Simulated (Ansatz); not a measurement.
# CH5 (doublet): the correlation ladder at distance H1–H2 along a hydrogen transfer = 1.055 Å, 6-31G

How much of the correlation energy of CH5 (doublet) does each wave-function method recover here?

Program: Ansatz 0.2.0, Gaussian basis. Level of theory: 6-31G, core rule «outside noble gas», up to 1 orbitals frozen. These are calculated values, not measurements.

The runs, in order: UHF; CCSD(T) on ROHF; CCSD(T) on UHF; BCCD(T) on ROHF; CISD; CCSDT(Q) on ROHF; CCSDT(Q) on UHF; CCSDTQ on ROHF; CASSCF and MRCISD+Q, 3 electrons in 3 orbitals; CASSCF and NEVPT2, 3 electrons in 3 orbitals; CASSCF and MRCISD+Q, 9 electrons in 9 orbitals; CASSCF and MRCISD+Q(relaxed), 9 electrons in 9 orbitals; CASSCF and NEVPT2, 9 electrons in 9 orbitals; Full CI.

10 further runs of the same task are left out: 1 for a mislabelled method, 7 that didn't finish, 2 set aside as unsound or not needed.

### Step 1. The system

The geometry derives from fragments relaxed apart (PBE0/def2-TZVP) and kept rigid, so it is no stationary point. A hydrogen atom is moved between rigid fragments.

6 atoms, charge 0, spin multiplicity 2.

Atoms are counted from 1 here; the program's logs count them from 0.

Bond lengths: H2–C3 1.323 Å, C3–H4 1.080 Å, C3–H5 1.080 Å, C3–H6 1.080 Å. Angles: H2–C3–H4 90.0°, H2–C3–H5 90.0°, H2–C3–H6 90.0°, H4–C3–H5 120.0°, H4–C3–H6 120.0°, H5–C3–H6 120.0°.

### Step 2. UHF

Contents of in.yaml:

```yaml
crystal:
  periodic: [false, false, false]
  atoms:
    - {symbol: H, position_ang: [-2.159214, 0.000000, 0.000000]}
    - {symbol: H, position_ang: [-1.104214, 0.000000, 0.000000]}
    - {symbol: C, position_ang: [0.218786, 0.000000, 0.000000]}
    - {symbol: H, position_ang: [0.218786, -1.080023, 0.000000]}
    - {symbol: H, position_ang: [0.218786, 0.540011, 0.935327]}
    - {symbol: H, position_ang: [0.218786, 0.540012, -0.935327]}
basis:
  gaussian: {orbitals: 6-31G}
magnetization: {spin_polarized: true, initial_magnetization: 1}
hamiltonian: {xc: hf}
output: {orbitals: {seedname: orbitals}}
```

On the command line:

```
> ansatz run in.yaml --threads 1 --pin off --events-out ev --progress --plain --max-ram 2393MiB
```

After this run come: CCSD(T) on ROHF; CCSD(T) on UHF; BCCD(T) on ROHF; CISD; CCSDT(Q) on ROHF; CCSDT(Q) on UHF; CCSDTQ on ROHF; CASSCF and MRCISD+Q, 3 electrons in 3 orbitals; CASSCF and NEVPT2, 3 electrons in 3 orbitals; CASSCF and MRCISD+Q, 9 electrons in 9 orbitals; CASSCF and MRCISD+Q(relaxed), 9 electrons in 9 orbitals; CASSCF and NEVPT2, 9 electrons in 9 orbitals; Full CI.

Q: Predict the results of all the runs planned. Wanted: FCI below the RHF energy; RMP2 from FCI; UMP2 from FCI; RCCSD from FCI; RCCSD(T) from FCI; UCCSD(T) from FCI; RCCSDT(Q) from FCI; UCCSDT(Q) from FCI; NEVPT2 pair from FCI.

The runs gave:

| quantity | value |
| --- | --- |
| FCI below the RHF energy | -3.8698 eV |
| RMP2 from FCI | +725.5 meV |
| UMP2 from FCI | +770.2 meV |
| RCCSD from FCI | +75.6 meV |
| RCCSD(T) from FCI | +12.6 meV |
| UCCSD(T) from FCI | +14.3 meV |
| RCCSDT(Q) from FCI | +0.3 meV |
| UCCSDT(Q) from FCI | +0.1 meV |
| NEVPT2 pair from FCI | +526.7 meV |
| MRCISD+Q pair from FCI | +21.1 meV |
| NEVPT2 valence from FCI | +253.8 meV |
| levels within 1 kcal/mol (43 meV) | RCCSD(T), UCCSD(T), BCCD(T), RCCSDT, UCCSDT, RCCSDT(Q), UCCSDT(Q), RCCSDTQ, MRCISD+Q pair, MRCISD valence, MRCISD+Q valence, MRCISD+Q(relaxed) valence |
| T1 diagnostic | 0.024 |
| effectively unpaired electrons | 1.03 |

**Reading.** RCCSD(T) misses by +12.6 meV, 0.3 % of the correlation energy. MRCISD+Q(relaxed) valence falls below full CI: the +Q correction isn't variational, and the cores differ from full CI's. One determinant dominates. Of the multireference levels listed MRCISD+Q(relaxed) valence comes nearest in total energy (-2.9 meV), which doesn't show that its space is the better one. These misses are within one basis, not against nature; the frozen cores of restricted and unrestricted runs differ, which can shift their rows.
